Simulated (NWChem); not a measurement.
Molecule: oxygen (O$_{2}$, triplet); SMILES O=O

Computed with NWChem. Spin-unrestricted. The geometry was optimised at PBE0/def2-SVP, spin-unrestricted. No stability test was run on the SCF state. Total energies compare along this basis series because the functional is fixed.

```tsv
level	basis functions	energy (Ha)	highest occupied level (eV)	lowest empty minus highest occupied level, either spin (eV)	<S²>
PBE0/pcseg-1	28	-150.1364	-8.80	6.08	2.01
PBE0/aug-pcseg-1	46	-150.1454	-8.94	6.05	2.01
PBE0/pcseg-2	60	-150.2319	-8.85	6.10	2.01
PBE0/STO-3G	10	-148.1467	-4.73	6.39	2.00
PBE0/def2-SVP	28	-150.0523	?	?	2.01
```

Q: Fill in the missing entries.

A: 
- PBE0/def2-SVP, highest occupied level (eV): -8.67
- PBE0/def2-SVP, lowest empty minus highest occupied level, either spin (eV): 6.16
